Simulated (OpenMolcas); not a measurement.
**BH3 (borane) at CCSD/ANO-XS-MB (sfX2C, RICD fitting)**

Aim: the energy difference between two shapes of BH3 (borane) at CCSD/ANO-XS-MB (sfX2C, RICD fitting), from 2 runs. 

The calculation is run with OpenMolcas 26.06.

10 further runs of the same task are left out: 2 that didn't finish, 8 set aside as unsound or not needed.

### Step 1. Starting point

The species is BH3 (4 atoms), meant as a singlet with charge 0. As SMILES, `B`. The shape is that of a PBE0-D4/def2-TZVP optimisation.

Bond lengths: B1–H2 1.193 Å, B1–H3 1.193 Å, B1–H4 1.193 Å. Angles: H2–B1–H3 120.0°, H2–B1–H4 120.0°, H3–B1–H4 120.0°.

### Step 2. A single-point energy at CCSD/ANO-XS-MB (sfX2C, RICD fitting)

The input, run.inp:

```
&gateway
 coord
 4
 angstrom
 B        0.013900      -0.015100      -0.005100
 H        0.982200       0.381700       0.568800
 H       -0.276200      -1.171800       0.043000
 H       -0.664400       0.744900      -0.626900
 basis
 ANO-XS-MB
 group
 NoSym
 ricd
 rx2c

&seward
 expert

&scf
 prorbitals
 1

&chcc
 frozen
 1
```

Launch:

```
$ export MOLCAS_MEM=1860
$ pymolcas run.inp > run.log
```

Log:

```text
--- Start Module: gateway ---
[...]
--- Stop Module: gateway /rc=_RC_ALL_IS_WELL_ ---
[...]
 ###    WARNING:  EXPERT option is ON!                                       ###
 ###############################################################################
               SEWARD will generate:
[...]
      Basis functions            8
[...]
--- Start Module: scf ---
[...]
       Convergence after   6 Iterations
[...]
::    Total SCF energy                                -26.3005006697
[...]
      Total spin, S                                     0.0000000000
[...]
      Total electronic charge=    8.000000
      Total            charge=   -0.000000
[...]
      Dipole Moment (debye):
      Origin of the operator (angstrom)=    0.0139   -0.0151   -0.0051
                   X=  1.2044E-04               Y= -8.5654E-05               Z= -1.4688E-04           Total=  2.0837E-04
      Quadrupole Moment (debye*angstrom):
[...]
--- Stop Module: scf /rc=_RC_ALL_IS_WELL_ ---
--- Start Module: chcc ---
[...]
--- Stop Module: chcc /rc=_RC_ALL_IS_WELL_ ---
[...]
```

Run time: 1.9 s. Hardware: 1 thread of Arm Neoverse V1, shared host.

### Step 3. The distorted shape

The input, run.inp:

```
* BH3 CCSD

&GATEWAY
  COORD
  4
  angstrom
  B       -0.014284      -0.007196       0.038025
  H        1.002007       0.394881       0.588473
  H       -0.283979      -1.200807       0.031778
  H       -0.686299       0.752638      -0.603510
  BASIS = ANO-XS-MB
  GROUP = NoSym
  RICD
  RX2C

&SEWARD
  EXPERT

&SCF
  PRORBITALS = 1

&CHCC
  FROZEN = 1
```

Launch:

```
$ export MOLCAS_MEM=1860
$ pymolcas run.inp > run.log
```

Log:

```text
--- Start Module: gateway ---
[...]
--- Stop Module: gateway /rc=_RC_ALL_IS_WELL_ ---
[...]
 ###    WARNING:  EXPERT option is ON!                                       ###
 ###############################################################################
               SEWARD will generate:
[...]
      Basis functions            8
[...]
--- Start Module: scf ---
[...]
       Convergence after   6 Iterations
[...]
::    Total SCF energy                                -26.3065353281
[...]
      Total spin, S                                     0.0000000000
[...]
      Total electronic charge=    8.000000
      Total            charge=   -0.000000
[...]
      Dipole Moment (debye):
      Origin of the operator (angstrom)=   -0.0089   -0.0095    0.0310
                   X= -4.5970E-02               Y=  6.5466E-03               Z=  9.4071E-02           Total=  1.0491E-01
      Quadrupole Moment (debye*angstrom):
[...]
--- Stop Module: scf /rc=_RC_ALL_IS_WELL_ ---
--- Start Module: chcc ---
[...]
--- Stop Module: chcc /rc=_RC_ALL_IS_WELL_ ---
[...]
```

It took 1.9 s on 1 thread of Arm Neoverse V1, shared host.

### Step 4. Summary of results

At CCSD/ANO-XS-MB (sfX2C, RICD fitting), 1 core orbital frozen:

```
                                                   quantity         value
                                  first shape: total energy  -26.34259 Eh
            first shape: dipole moment (mean-field density)        0.00 D
           first shape: HOMO energy (Hartree–Fock orbitals)     -15.02 eV
           first shape: LUMO energy (Hartree–Fock orbitals)       0.33 eV
         first shape: HOMO–LUMO gap (Hartree–Fock orbitals)      15.35 eV
    first shape: correlation energy (1 core orbital frozen)     -42.1 mEh
                              distorted shape: total energy  -26.35003 Eh
        distorted shape: dipole moment (mean-field density)        0.10 D
       distorted shape: HOMO energy (Hartree–Fock orbitals)     -14.80 eV
       distorted shape: LUMO energy (Hartree–Fock orbitals)       0.41 eV
     distorted shape: HOMO–LUMO gap (Hartree–Fock orbitals)      15.21 eV
distorted shape: correlation energy (1 core orbital frozen)     -43.5 mEh
                     energy change with the atoms displaced     -0.202 eV
```

With the atoms displaced the energy falls by 0.20 eV (19.5 kJ/mol). The first shape isn't relaxed at this level, so the change isn't measured from a minimum. The minimal basis adds a large error of its own. Mulliken charges (first shape) of the mean-field density run from -0.10 on B1 to +0.03 on H2; they depend strongly on the basis.
